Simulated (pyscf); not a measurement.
Thermochemistry of product channels of :HSi–SiH₃ [singlet] + germane (GeH₄) on the singlet surface, in kcal/mol, from ωB97M-D3(BJ)/def2-TZVP energies (ideal gas, 1 atm, RRHO with modes under 100 cm⁻¹ raised to 100, one conformer, R ln 2 for rigid chiral ones). Structures and frequencies: ωB97X-D3(BJ)/def2-SVP in PySCF.

| products | ΔE | ΔH(298 K) | ΔG(298 K) | ΔG(1200 K) |
|---|---|---|---|---|
| H₃Si–SiH₂–GeH₃ | (withheld) | -55.5 | -45.5 | -17.4 |
| H₃Si–SiH=GeH₂ + hydrogen (H₂) | (withheld) | -10.9 | -9.3 | -7.7 |

Problem. Some entries are withheld; supply them.

Solution. 
- H₃Si–SiH₂–GeH₃, ΔE: -57.8
- H₃Si–SiH=GeH₂ + hydrogen (H₂), ΔE: -10.7

These are energies of the channels, which say nothing of barriers. H₃Si–SiH=GeH₂ lies 9.4 kcal/mol over its isomer H₃Si–Ge:–SiH₃ [singlet], and others may lie lower still (electronic energy, ωB97M-D3(BJ)). H₃Si–SiH=GeH₂ may be a fragile minimum: a first optimisation, from another start, lost the drawn bonds. Elements up to Kr have no core potential and no relativistic terms here.
